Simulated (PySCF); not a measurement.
Gas-phase reaction: BH2Cl + BCl → 2 B + 2 HCl

Method: PySCF energies plus ideal-gas RRHO corrections (1 bar). † marks an energy on the PBE0/def2-TZVP geometry and frequencies. MP2 freezes the core. Open shells (unrestricted): B (multiplicity 2); the rest are closed-shell singlets. Spin-orbit splitting is ignored; it lowers the true energy and changes the entropy of B. BH2Cl: computed as isolated molecules; such fragments, hydroxides, amides, oligomers or adducts are transient or little studied in the gas. MP2 isn't extrapolated to the basis-set limit.

r2SCAN/def2-TZVP† gives ΔH°(298 K) = 884 kJ.

Question: What do MP2/def2-TZVPP†, PBE0/def2-QZVP†, ωB97X-V/def2-TZVP† give?

Answer: MP2/def2-TZVPP†: 870 kJ; PBE0/def2-QZVP†: 874 kJ; ωB97X-V/def2-TZVP†: 869 kJ. For scale, ΔH°(298 K) is 884 kJ at this level, 883 kJ at ωB97M-V/def2-TZVP†, and runs from 715 to 1347 kJ over the 20 levels computed.
